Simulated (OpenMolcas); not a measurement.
**BF2 (SMILES F[B]F) at 6 levels**

Wanted: a comparison of 6 runs (UHF/3-21G, UB3LYP/6-31G*, U-r2SCAN/cc-pVTZ, UBLYP/cc-pVTZ, UPBE/cc-pVTZ, ROMP2/cc-pVTZ) of BF2. 

The results are computed with OpenMolcas 26.06.

### Step 1. The molecule

The species is BF2 (3 atoms), meant as a doublet with charge 0. SMILES: `F[B]F`. Geometry: relaxed at PBE0-D4/def2-TZVP.

Bond lengths: F1–B2 1.306 Å, B2–F3 1.306 Å. Angles: F1–B2–F3 121.1°.

### Step 2. Energy and gradient at UHF/3-21G (run 1)

Contents of coord.xyz:

```xyz
3

F      0.513100    -1.044300     0.160000
B      0.279000     0.240500     0.181300
F     -0.802900     0.738900    -0.354600
```

Contents of test.input:

```
* BF2 Hartree-Fock
&gateway
baslib = $CurrDir
coord = coord.xyz
basis = 3-21G
group = NoSym
&seward
&scf
uhf
spin = 2
thresholds = 1e-10 1e-07 1e-07 1e-05
prorbitals = 1 1
&alaska
```

The basis set 3-21G is read from a file made from the Basis Set Exchange's data (not shown).

Command:

```bash
$ export MOLCAS_MEM=1860
$ pymolcas test.input > test.log
```

Output:

```text
--- Start Module: gateway ---
[...]
--- Stop Module: gateway /rc=_RC_ALL_IS_WELL_ ---
[...]
      Basis functions           27
[...]
--- Start Module: scf ---
[...]
       Convergence after  13 Iterations
[...]
::    Total SCF energy                               -222.4102670813
[...]
      Total spin, S                                     0.5012482517
[...]
      Total electronic charge=   23.000000
      Total            charge=   -0.000000
[...]
      Dipole Moment (debye):
      Origin of the operator (angstrom)=   -0.0497   -0.0644   -0.0347
                   X=  5.4115E-01               Y=  5.0171E-01               Z=  3.5563E-01           Total=  8.1916E-01
      Quadrupole Moment (debye*angstrom):
[...]
--- Stop Module: scf /rc=_RC_ALL_IS_WELL_ ---
--- Start Module: alaska ---
[...]
 *              Molecular gradients               *
 **************************************************
  Irreducible representation: a
 ------------------------------------------------------------------------------------------
                              X                       Y                       Z
 ------------------------------------------------------------------------------------------
  F1               -4.20139795960317E-03    2.98482978015482E-02    1.17412041052023E-03
  B2               -2.11172750272404E-02   -1.96539224775902E-02   -1.38866158762898E-02
  F3                2.53186729868435E-02   -1.01943753239526E-02    1.27124954657720E-02
 ------------------------------------------------------------------------------------------
--- Stop Module: alaska /rc=_RC_ALL_IS_WELL_ ---
[...]
```

Run time: 1.8 s. Hardware: 1 thread of Arm Neoverse V2, shared host; peak memory 0.37 GiB.

### Step 3. Energy and forces at UB3LYP/6-31G(d) (spherical functions) (run 2)

Contents of job.input:

```
&gateway
baslib=$CurrDir
coord
3
angstrom
F        0.513100      -1.044300       0.160000
B        0.279000       0.240500       0.181300
F       -0.802900       0.738900      -0.354600
basis=6-31Gs
group=NoSym
&seward
gridinput
Grid=UltraFine
End of Grid
&scf
uhf
spin=2
ksdft=B3LYP
thresholds=1e-10 1e-07 1e-07 1e-05
prorbitals=1 1
&alaska
```

The basis set 6-31G* is read from a file made from the Basis Set Exchange's data (not shown).

Command:

```bash
$ export MOLCAS_MEM=1860
$ pymolcas job.input > job.log
```

Output:

```text
--- Start Module: gateway ---
[...]
--- Stop Module: gateway /rc=_RC_ALL_IS_WELL_ ---
[...]
      Basis functions           42
[...]
--- Start Module: scf ---
[...]
       Convergence after  12 Iterations
[...]
::    Total KS-DFT energy                            -224.5586021655
[...]
      Total spin, S                                     0.5006019147
[...]
      Total electronic charge=   23.000000
      Total            charge=   -0.000000
[...]
      Dipole Moment (debye):
      Origin of the operator (angstrom)=   -0.0497   -0.0644   -0.0347
                   X=  1.5218E-01               Y=  1.4088E-01               Z=  9.9988E-02           Total=  2.3023E-01
      Quadrupole Moment (debye*angstrom):
[...]
--- Stop Module: scf /rc=_RC_ALL_IS_WELL_ ---
[...]
--- Start Module: alaska ---
[...]
 *              Molecular gradients               *
 **************************************************
  Irreducible representation: a
 ------------------------------------------------------------------------------------------
                              X                       Y                       Z
 ------------------------------------------------------------------------------------------
  F1               -1.84306305884530E-03    9.20491385794797E-03    6.15367633971520E-05
  B2               -5.84259852675473E-03   -5.46738842756600E-03   -3.84552308611230E-03
  F3                7.68566158559203E-03   -3.73752543037487E-03    3.78398632271182E-03
 ------------------------------------------------------------------------------------------
--- Stop Module: alaska /rc=_RC_ALL_IS_WELL_ ---
[...]
```

Wall time 7.5 s (1 thread of Arm Neoverse V2, shared host); peak memory 0.38 GiB.

Runs 3 to 4 aren't shown in full; the table further down has their settings and results.

### Step 4. Energy and forces at UPBE/cc-pVTZ (run 5)

Contents of calc.input:

```
&GATEWAY
 BasLib = $CurrDir
 Coord
 3
 angstrom
 F        0.513100      -1.044300       0.160000
 B        0.279000       0.240500       0.181300
 F       -0.802900       0.738900      -0.354600
 Basis = cc-pVTZ
 Group = NoSym

&SEWARD
 GridInput
 Grid=UltraFine
 End of Grid

&SCF
 UHF
 Spin = 2
 KSDFT = PBE
 Thresholds = 1e-10 1e-07 1e-07 1e-05
 PrOrbitals = 1 2

&ALASKA
```

The basis set cc-pVTZ is read from a file made from the Basis Set Exchange's data (not shown).

Command:

```bash
$ export MOLCAS_MEM=1860
$ pymolcas calc.input > calc.log
```

Output:

```text
--- Start Module: gateway ---
[...]
--- Stop Module: gateway /rc=_RC_ALL_IS_WELL_ ---
[...]
      Basis functions           90
[...]
--- Start Module: scf ---
[...]
       Convergence after  14 Iterations
[...]
::    Total KS-DFT energy                            -224.4296247270
[...]
      Total spin, S                                     0.5009431563
[...]
      Total electronic charge=   23.000000
      Total            charge=   -0.000000
[...]
      Dipole Moment (debye):
      Origin of the operator (angstrom)=   -0.0497   -0.0644   -0.0347
                   X=  7.7065E-02               Y=  7.1197E-02               Z=  5.0616E-02           Total=  1.1649E-01
      Quadrupole Moment (debye*angstrom):
[...]
--- Stop Module: scf /rc=_RC_ALL_IS_WELL_ ---
[...]
--- Start Module: alaska ---
[...]
 *              Molecular gradients               *
 **************************************************
  Irreducible representation: a
 ------------------------------------------------------------------------------------------
                              X                       Y                       Z
 ------------------------------------------------------------------------------------------
  F1               -2.87866429738592E-03    1.17436992571580E-02   -2.10991881364309E-04
  B2               -6.83911844852858E-03   -6.38954458001173E-03   -4.50021059572325E-03
  F3                9.71778274593049E-03   -5.35415467716938E-03    4.71120247709678E-03
 ------------------------------------------------------------------------------------------
--- Stop Module: alaska /rc=_RC_ALL_IS_WELL_ ---
[...]
```

It took 22 s on 1 thread of Arm Neoverse V2, shared host; peak memory 0.49 GiB.

### Step 5. A single-point energy at ROMP2/cc-pVTZ (run 6)

Contents of job.input:

```
* BF2 ROMP2

&GATEWAY
 BasLib = $CurrDir
 Coord
 3
 bohr
 F      0.96961847    -1.97344099     0.30235618
 B      0.52723359     0.45447913     0.34260735
 F     -1.51726111     1.39631863    -0.67009688
 Basis = cc-pVTZ
 Group = NoSym

&SEWARD

&SCF
 UHF
 Spin = 2
 Thresholds = 1e-10 1e-07 1e-07 1e-05
 PrOrbitals = 1 1

&RASSCF
 FileOrb = $Project.UnaOrb
 Spin = 2
 Nactel = 1 0 0
 Inactive = 11
 Ras2 = 1
 OutOrbitals = Canonical
 OrbListing = Few

&CASPT2
 IPEA = 0.0
 Frozen = 3
```

The basis set cc-pVTZ is read from a file made from the Basis Set Exchange's data (not shown).

Command:

```bash
$ export MOLCAS_MEM=1860
$ pymolcas job.input > job.log
```

Output:

```text
--- Start Module: gateway ---
[...]
--- Stop Module: gateway /rc=_RC_ALL_IS_WELL_ ---
[...]
      Basis functions           90
[...]
       Convergence after  15 Iterations
[...]
::    Total SCF energy                               -223.7074217861
[...]
      Total spin, S                                     0.5010962598
[...]
--- Start Module: rasscf ---
[...]
      Number of active orbitals                  1
[...]
      Spin quantum number                      0.5
[...]
      Active orbitals                            1
[...]
      Number of CSFs                             1
[...]
      Number of root(s) required                 1
[...]
      Convergence after  6 iterations
[...]
      printout of CI-coefficients larger than  0.05 for root  1
      energy=    -223.706489
      conf/sym  1     Coeff  Weight
             1  u   1.00000 1.00000
      Natural orbitals and occupation numbers for root  1
      sym 1:   1.000000
      ************************************************************************************************************************
      *                                                    Final results                                                     *
[...]
::    RASSCF root number  1 Total energy:   -223.70648918
[...]
      Total electronic charge=   23.000000
      Total            charge=   -0.000000
[...]
      Dipole Moment (debye):
      Origin of the operator (angstrom)=   -0.0497   -0.0644   -0.0347
                   X=  3.9392E-01               Y=  3.6509E-01               Z=  2.5886E-01           Total=  5.9621E-01
      Quadrupole Moment (debye*angstrom):
[...]
--- Stop Module: rasscf /rc=_RC_ALL_IS_WELL_ ---
[...]
--- Start Module: caspt2 ---
[...]
      E2 (Variational):          -0.5741309948
      Total energy:            -224.2806201724
[...]
      Reference weight:           0.89931
[...]
::    CASPT2 Root  1     Total energy:   -224.28062017
[...]
```

Run time: 11 s. Hardware: 1 thread of Arm Neoverse V2, shared host; peak memory 0.49 GiB.

### Step 6. All runs side by side

```csv
run,level,integration grid,task,energy (Eh),dipole moment (D),HOMO energy (eV),LUMO energy (eV),wall time
1,UHF/3-21G,–,gradient,-222.410267,0.82,-10.97,2.50,1.8 s
2,UB3LYP/6-31G* (spherical functions),UltraFine,gradient,-224.558602,0.23,-6.39,-1.96,7.5 s
3,U-r2SCAN/cc-pVTZ,UltraFine,gradient,-224.565055,0.22,-6.15,-2.40,30 s
4,UBLYP/cc-pVTZ,UltraFine,gradient,-224.638855,0.16,-5.52,-3.29,25 s
5,UPBE/cc-pVTZ,UltraFine,gradient,-224.429625,0.12,-5.69,-3.11,22 s
6,ROMP2/cc-pVTZ,–,energy,-224.280620,–,–,–,11 s
```

### Step 7. Results

```
           quantity          value
run 6: total energy  -224.28062 Eh
```

In words: Over runs 1, 2, 3, 4, 5 the dipole moment (its size) runs from 0.12 D (UPBE/cc-pVTZ) to 0.82 D (UHF/3-21G). The two ends differ in method and basis. Totals of different functionals can't be ranked against each other. All runs together took 98 s, the longest 30 s.
